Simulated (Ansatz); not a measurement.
## SiH2O (oxosilane): the energy, rung by rung

SiH2O: 4 atoms, total charge 0, spin state singlet. SMILES: `O=[SiH2]`. The shape was relaxed beforehand at wB97X-V/def2-SVP.

```xyz
4

O    -0.2852    0.4169    1.4813
Si   -0.0073    0.0094    0.0339
H     0.4411   -1.3472   -0.3817
H    -0.1486    0.9209   -1.1336
```

Quantity: the dissociation energy of the Si2–O1 bond into singlet SiH2 and triplet O (shapes relaxed at wB97X-V/def2-SVP, no zero-point term), in eV. The values are calculated.

```tsv
level	kind	program	value (eV)	less CCSD(T)/def2-TZVPP
HF/def2-TZVPP	Hartree–Fock	Ansatz	3.89	-2.34
SVWN5/def2-TZVPP	LDA	Ansatz	7.80	+1.57
BLYP/def2-TZVPP	GGA	Ansatz	6.61	+0.38
B3LYP/def2-TZVPP	global hybrid	Ansatz	6.37	+0.14
CAM-B3LYP/def2-TZVPP	range-separated hybrid	Ansatz	6.44	+0.21
B2PLYP/def2-TZVPP	double hybrid	Ansatz	6.51	+0.28
MP2/def2-TZVPP	perturbation theory	Ansatz	6.90	+0.67
CCSD(T)/def2-TZVPP	coupled cluster or CI	Ansatz	6.23	0.00
```

Differences are taken from CCSD(T)/def2-TZVPP for orientation; it has basis-set and higher-order errors of its own. The values span 3.89 to 7.80 eV. Hartree–Fock misses the correlation of the electron pair that is broken and comes out low. A fragment with an even electron count was run as a singlet and may have a lower triplet. Measured bond enthalpies also hold zero-point and thermal terms, a few tenths of an eV less.
